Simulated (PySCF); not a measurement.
carbonyl sulfide (COS), SMILES O=C=S.

Geometry: B3LYP-D3(BJ)/def2-TZVP.

These are PySCF with PBE/def2-TZVPD values and carry that method's errors.

Isolated molecule, no solvent.

```yaml
total_energy: -511.31844 hartree
point_group: C∞v
highest_occupied_level: -7.48 eV
lowest_empty_level: -1.93 eV
orbital_gap: 5.55 eV
dipole_moment: 0.71 D
quadrupole, principal values (traceless, Buckingham form, about the centre of nuclear charge): -0.92, 0.46, 0.46 D·Å
mean_static_polarisability: 34.7 bohr³ (5.14 Å³)
polarisability_principal_values: 26.3, 26.3, 51.5 bohr³
```
